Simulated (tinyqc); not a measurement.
Pariser-Parr-Pople SCF with singles CI, for the molecule Clc1ccco1 (SMILES; centres numbered as the heavy atoms are written), step by step. One step of it, computed by the program tinyqc.

Question. Singles CI, singlets. Over the 8 single excitations with the smallest orbital gaps: A = (e_a - e_i) delta + 2 (ia|jb) - (ij|ab), with (pq|rs) = sum c_mp c_mq gamma_mn c_nr c_ns. f = 2/3 w |mu|^2 in atomic units, mu = sqrt2 sum c_ia sum_m c_mi c_ma R_m.

orbital energies (eV): -17.434096  -15.829451  -12.059341  -11.860784  -0.259996  1.275123

coefficients:
```
          MO1        MO2        MO3        MO4        MO5        MO6
1Cl  0.736035   0.622234   0.001398   0.247494  -0.086742  -0.047935
2C   0.452967  -0.196113  -0.001409  -0.603535   0.534153   0.326779
3C   0.228137  -0.224235  -0.575499  -0.323895  -0.259045  -0.628061
4C   0.161925  -0.305811  -0.553281   0.313545  -0.281926   0.629561
5C   0.220256  -0.453009   0.030645   0.606889   0.526242  -0.316364
6O   0.355379  -0.474705   0.601447  -0.054398  -0.532578  -0.004825
```

repulsion gamma_rs (eV), lower triangle:
```
           1Cl         2C         3C         4C         5C         6O
1Cl  12.570000
2C    7.857016  11.780000
3C    5.214987   7.746636  11.780000
4C    3.778960   5.594920   7.748843  11.780000
5C    3.778960   5.594920   5.594188   7.747777  11.780000
6O    5.454161   8.695342   5.920151   5.921806   8.698464  20.800000
```

Centres (angstrom, eV; a flat drawing with bonds scaled to 1.40 angstrom):
```
centre          x          y  core charge z          W   gamma_rr
1Cl      2.159000   0.000000              2  28.860000  12.570000
2C       0.759000   0.000000              1  12.760000  11.780000
3C      -0.064000   1.133000              1  12.760000  11.780000
4C      -1.395000   0.700000              1  12.760000  11.780000
5C      -1.395000  -0.700000              1  12.760000  11.780000
6O      -0.064000  -1.133000              2  29.790000  20.800000
```

Give: singlet CI matrix; singlet excitation energies; oscillator strengths.

Answer.

singlet CI matrix (eV), lower triangle:
```
         4>5      3>5      4>6      3>6      2>5      2>6      1>5      1>6
4>5   6.0133
3>5  -0.0680   6.8974
4>6  -0.0627   1.0832   7.4114
3>6  -0.8996   0.0148   0.0059   7.2325
2>5   0.1463  -0.2095  -0.4793   0.1248   9.4905
2>6  -0.2751  -0.1641   0.1955  -0.1791  -0.2113  11.2367
1>5   0.1484   0.0906   0.1923   0.1234   0.5619  -0.4612  11.0318
1>6   0.0124  -0.1371   0.2691   0.1716  -0.3970   0.8506  -0.6472  13.0865
```

singlet excitation energies (eV): 5.5002  6.0158  7.6932  8.0455  9.5335  10.7290  11.1319  13.7509

oscillator strengths: 0.1150  0.0327  0.7747  0.8447  0.1797  0.0080  0.0093  0.0077
